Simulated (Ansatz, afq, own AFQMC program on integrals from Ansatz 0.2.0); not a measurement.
**Where AFQMC and coupled cluster stand for SiH$_{5}$O, doublet**

```json
{"atom": "Si", "x (Å)": "-0.9875", "y (Å)": "0.0193", "z (Å)": "0.0000"}
{"atom": "H", "x (Å)": "-1.4823", "y (Å)": "1.4190", "z (Å)": "0.0000"}
{"atom": "H", "x (Å)": "-1.4823", "y (Å)": "-0.6806", "z (Å)": "1.2122"}
{"atom": "H", "x (Å)": "-1.4823", "y (Å)": "-0.6806", "z (Å)": "-1.2122"}
{"atom": "H", "x (Å)": "0.8395", "y (Å)": "0.0193", "z (Å)": "0.0000"}
{"atom": "O", "x (Å)": "1.8295", "y (Å)": "0.0193", "z (Å)": "0.0000"}
{"atom": "H", "x (Å)": "2.0814", "y (Å)": "-0.9207", "z (Å)": "0.0000"}
```

Basis cc-pVDZ. Only valence electrons are correlated. Ansatz 0.2.0 and our own AFQMC program on the same integrals; the CISD trial comes from CCSD amplitudes, and released means the phaseless constraint is let go. Uncertainties: one standard error, sampling alone.

Determinant: UHF, the one that the program's search chose, which needn't be the lowest solution. The geometry is a point of a scan.

No full CI on the walks' own integrals is used here; CCSDT(Q) serves as the reference and is uncertain by about the last step of the cluster series.

* T1 diagnostic: 0.0127
* weight of the determinant in the CISD state: 0.877
* ⟨S²⟩ of the determinant: 0.760
* size of the correlated space: 15 electrons in 51 orbitals

Reference: CCSDT(Q), correlation energy -9.530 eV. The released energy is read at 1.50 1/Eh (meV from the phaseless value at times in 1/Eh: -2 ± 4 at 0.24, -4 ± 4 at 0.51, -4 ± 5 at 0.99, 0 ± 5 at 1.50).

```
         level  E − E(reference) (kcal/mol)  share of correlation (%)
            HF                       219.77                      0.00
           MP2                        27.28                     87.58
          CCSD                         5.03                     97.71
       CCSD(T)                         0.94                     99.57
         CCSDT                         0.40                     99.82
 ph-AFQMC/CISD                  0.05 ± 0.12                     99.98
released AFQMC                  0.04 ± 0.11                     99.98
```

A walk keeps the symmetry of its determinant, which the program's search chose and which needn't be the lowest solution, so a lower state of the same spin and another symmetry isn't excluded. Released energies are given only where the last usable release times agree within the noise; a slower fall can still hide under it.
